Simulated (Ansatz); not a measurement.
# CH₄Si + NH₃: a complex and its separated parts

The complex below is one end of an elementary step. How strongly is it bound against its free parts?

Program: Ansatz 0.2.0, Gaussian basis. Level of theory: PBE0-D4/def2-TZVP structures, single points in def2-TZVPP, no counterpoise correction. These are calculated values, not measurements.

Levels: SPW92, PBE-D4, BLYP-D4, r2SCAN-D4, B97M-V, PBE0-D4, B3LYP-D4, r2SCAN0-D4, BHLYP-D4, CAM-B3LYP-D4, wB97X-V, wB97M-V, B2PLYP, PBE-QIDH, RPA on PBE, Hartree-Fock, MP2, CCSD, CCSD(T).

Cores are frozen in the correlated methods. B3LYP uses VWN-RPA correlation. B2PLYP carries no dispersion term here.

40 further runs of the same task are left out: 40 set aside as unsound or not needed.

## (1) The system as given

The complex: 10 atoms, charge 0, spin multiplicity 1.

Atoms are counted from 1 here; the program's logs count them from 0.

Bond lengths: Si1–C2 1.926 Å, Si1–N4 2.036 Å, Si1–H5 1.531 Å, C2–H6 1.095 Å, C2–H7 1.096 Å, C2–H8 1.096 Å, H3–N4 1.015 Å, N4–H9 1.014 Å, N4–H10 1.016 Å. Angles: C2–Si1–N4 92.2°, C2–Si1–H5 96.6°, N4–Si1–H5 87.7°, Si1–C2–H6 111.7°, Si1–C2–H7 115.6°, Si1–C2–H8 107.5°, H6–C2–H7 108.6°, H6–C2–H8 106.2°, H7–C2–H8 106.7°, Si1–N4–H3 109.4°, Si1–N4–H9 110.1°, Si1–N4–H10 112.5°, H3–N4–H9 107.7°, H3–N4–H10 108.6°, H9–N4–H10 108.4°.

Coordinates:

```mol
CH7NSi
  3D, bonds by distance, orders not assigned

 10  9  0  0  0  0  0  0  0  0999 V2000
   -0.8551    0.2851    0.8613 Si  0  0
    0.8613    1.0525    0.4440 C   0  0
   -1.4256   -1.7507   -0.5795 H   0  0
   -0.5414   -1.2910   -0.3893 N   0  0
   -1.6287    0.9567   -0.2770 H   0  0
    1.6716    0.5478    0.9797 H   0  0
    1.1169    1.0904   -0.6214 H   0  0
    0.8557    2.0874    0.8038 H   0  0
    0.0710   -1.9689    0.0514 H   0  0
   -0.1258   -1.0094   -1.2731 H   0  0
  1  2  8  0
  1  4  8  0
  1  5  8  0
  2  6  8  0
  2  7  8  0
  2  8  8  0
  3  4  8  0
  4  9  8  0
  4 10  8  0
M  END
```

Its parts: CH₄Si holds atoms 1, 2, 5, 6, 7, 8; NH₃ holds atoms 3, 4, 9, 10. Each part counts its atoms afresh in its own runs.

## (2) Relaxing CH₄Si alone

Input file relax-a/in.yaml:

```yaml
crystal:
  periodic: [false, false, false]
  atoms:
    - {symbol: Si, position_ang: [-0.855134, 0.285106, 0.861319]}
    - {symbol: C, position_ang: [0.861255, 1.052507, 0.443991]}
    - {symbol: H, position_ang: [-1.628668, 0.956681, -0.277030]}
    - {symbol: H, position_ang: [1.671616, 0.547818, 0.979680]}
    - {symbol: H, position_ang: [1.116944, 1.090390, -0.621366]}
    - {symbol: H, position_ang: [0.855721, 2.087439, 0.803836]}
basis:
  gaussian: {orbitals: def2-TZVP}
hamiltonian: {xc: pbe0, dispersion: d4}
relax: {f_tol: 0.005, max_steps: 200}
```

On the command line:

```console
$ ansatz run in.yaml --threads 2 --pin off --events-out ev --progress --plain --max-ram 4352MiB
```

The runs that follow: Relaxing NH₃ alone; SPW92/def2-TZVPP; PBE-D4/def2-TZVPP; BLYP-D4/def2-TZVPP; r2SCAN-D4/def2-TZVPP; B97M-V/def2-TZVPP; PBE0-D4/def2-TZVPP; B3LYP-D4/def2-TZVPP; r2SCAN0-D4/def2-TZVPP; BHLYP-D4/def2-TZVPP; CAM-B3LYP-D4/def2-TZVPP; wB97X-V/def2-TZVPP; wB97M-V/def2-TZVPP; B2PLYP/def2-TZVPP; PBE-QIDH/def2-TZVPP; RPA on PBE/def2-TZVPP; CCSD(T)/def2-TZVPP; Vibrations of CH₄Si; Vibrations of NH₃.

Before running it: what results should come out? Wanted: complex less parts, CCSD(T)/def2-TZVPP; with zero-point energy; largest T1 diagnostic.

The runs gave:

| quantity | value |
| --- | --- |
| complex less parts, CCSD(T)/def2-TZVPP | -103.8 kJ/mol |
| with zero-point energy | -85.4 kJ/mol |
| largest T1 diagnostic | 0.012 |

What this shows: At CCSD(T) the complex lies 103.8 kJ/mol below its parts. B3LYP-D4 is the best functional here (-1.1 kJ/mol from CCSD(T)); SPW92 is the worst (-42.0 kJ/mol). By rung, the mean size of the error is: LDA 42.0, GGA 8.0, meta-GGA 10.3, hybrid 9.2, range-separated hybrid 5.9, double hybrid 8.3 kJ/mol. PBE-D4 gives a relative energy 13.4 kJ/mol too low, outside chemical accuracy (1 kcal/mol, 4.2 kJ/mol). No counterpoise was applied, and triple zeta lacks some correlation, so the CCSD(T) reference has a basis error of its own, and close matches with it are partly luck. The restricted Hartree–Fock reference is unstable towards an unrestricted one at one or more of these structures.
